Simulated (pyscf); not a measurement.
Optimised with ωB97X-D3(BJ)/def2-SVP in PySCF.

Task: PBE/def2-TZVP puts the barrier of `[F][Cl]` + `[F][C]([F])[F]` [doublet] → `[F][C]([F])([F])[F]` + `[Cl]` [doublet] (atom transfer; doublet surface; Cl–F broken, C–F formed) at -4.3 kcal/mol and the reaction energy at -60.1 kcal/mol, from the separated reactants. What do B3LYP-D3(BJ)/def2-TZVP, M06-2X/def2-TZVP, ωB97M-D3(BJ)/def2-TZVP give on the same structures?

Result: B3LYP-D3(BJ): ΔE‡ = 0.2 kcal/mol, ΔE = -65.8 kcal/mol; M06-2X: ΔE‡ = 5.2 kcal/mol, ΔE = -71.2 kcal/mol; ωB97M-D3(BJ): ΔE‡ = 5.0 kcal/mol, ΔE = -69.8 kcal/mol. PBE's barrier lies under all of them, by 4.4 to 9.5 kcal/mol. Its reaction energy lies over all of them, by 5.7 to 11.1 kcal/mol. Low barriers are usual for a GGA, whose delocalisation error favours stretched bonds. At PBE this geometry lies under the reactants; that is no barrier but a single point on another level's saddle; such a level's own saddle, if it has one, lies nearer that side and is low. This is the saddle that the search found; another between the same sides may lie lower. The angle at the transferred F is 179°. Left out: the spin-orbit lowering of Cl.
